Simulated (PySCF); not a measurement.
A made-up structure of LiMgSiH3, singlet:

```tsv
atom	x (Å)	y (Å)	z (Å)
Li1	-2.9001	-0.5474	0.0609
Si2	-0.5639	-0.1803	-0.5281
Mg3	1.3325	0.4065	1.0730
H4	2.4216	-0.9128	1.2509
H5	-0.4347	0.9044	-1.5752
H6	2.5484	0.7986	2.2328
```

It is relaxed with PBE-D4/def2-SVP and then PBE0-D4/def2-TZVP (PySCF 2.14 with density fitting (its default auxiliary sets; JK sets also for MP2 and CCSD(T))). Atoms count as bonded within 1.22 times the sum of their covalent radii (H–H: 0.88 Å). The end point is not checked to be a true minimum.

Problem. Does its bonding change? (A judgement: the text doesn't fix the answer.)

Solution. Computed: Yes. Formed: Si2–H4; broken: Mg3–H4.

Where it ends: The first stage lowers the energy by 3.15 eV in 30 steps. It ends as LiMgSiH₃ ([Li][SiH2][MgH]):
```
6
angstrom
Li -2.4432 -0.6774 0.5403
Si -0.1191 -0.2653 -0.0687
Mg 1.6573 0.8249 1.4036
H 0.5692 -1.5427 -0.4961
H -0.0236 0.5565 -1.3354
H 2.7773 1.5741 2.4824
```

Labels in which every atom is bracketed show which atoms are joined, not bond orders.

For scale, one of the runs: PBE0-D4/def2-TZVP relaxation, 101 basis functions, launched by `OMP_NUM_THREADS=2 python run.py`. The run took 31 s on 2 CPU threads of an AMD EPYC 7B13 (shared host), with 0.99 GiB of host memory at its peak.
